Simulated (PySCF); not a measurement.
How the method moves the HOMO and LUMO of `[NH3+][BH2-]Cl`

Species: BClH5N.
Atom-mapped SMILES: `[NH3+:1][BH2-:2][Cl:3]` (hydrogens: H4, H5, H6 on N1; H7, H8 on B2)

Structure used (PBE0-D3(BJ)/def2-SVP), in Å, numbered top down from 1:
```xyz
8
BClH5N angstrom
N      0.7265    0.1092    0.2993
B     -0.8215   -0.3501    0.1249
Cl    -1.7701    1.0792    0.8358
H      0.9309    0.2822    1.2858
H      1.3759   -0.5970   -0.0520
H      0.8907    0.9851   -0.2013
H     -0.9455   -1.3672    0.7819
H     -0.9993   -0.4823   -1.0720
```

Basis pcSseg-2 throughout (PySCF), one geometry. Isolated species at its PBE0-D3(BJ)/def2-SVP geometry, gas phase.

Problem. How do the orbital energies, the gap and the dipole change with the method?

Solution. 
```csv
method,kind,HOMO (eV),LUMO (eV),gap (eV),μ (D),SCF cycles
BLYP,GGA,-5.82,-1.33,4.50,5.98,13
OPBE,GGA,-5.90,-1.18,4.71,6.04,13
PBE,GGA,-5.93,-1.27,4.66,6.00,12
B97-D,GGA,-5.94,-1.14,4.80,6.04,12
LDA,LDA,-6.00,-1.33,4.68,6.04,12
BP86,GGA,-6.03,-1.13,4.90,6.03,12
KT2,GGA,-6.03,-1.24,4.79,5.92,14
KT3,GGA,-6.07,-1.49,4.58,5.93,14
B97-2,global hybrid,-7.01,-0.48,6.53,6.14,12
B3LYP,global hybrid,-7.04,-0.86,6.19,6.10,12
PBE0,global hybrid,-7.26,-0.50,6.76,6.14,12
mPW1PW91,global hybrid,-7.29,-0.52,6.77,6.15,12
BHandHLYP,global hybrid,-8.52,0.01,8.53,6.22,11
CAM-B3LYP,range-separated hybrid,-8.66,0.17,8.83,6.19,11
wB97X-D,range-separated hybrid,-9.14,1.28,10.43,6.24,12
LC-wPBE,range-separated hybrid,-10.02,1.39,11.42,6.28,12
HF,Hartree–Fock,-10.50,1.75,12.25,6.38,10
```

The HOMO spans 4.67 eV, from BLYP down to HF, and the gap runs from 4.50 eV (BLYP) to 12.25 eV (HF). Over the methods BLYP (0 %), OPBE (0 %), PBE (0 %), B97-D (0 %), LDA (0 %), BP86 (0 %), KT2 (0 %), KT3 (0 %), B97-2 (21 %), B3LYP (20 %), PBE0 (25 %), mPW1PW91 (25 %), BHandHLYP (50 %), HF (100 %), a straight line through the gap against the share of exact exchange rises by 0.76 eV for each 10 % (correlation coefficient 0.998). The dipole ranges from 5.92 D (KT2) to 6.38 D (HF). This basis has no diffuse functions.
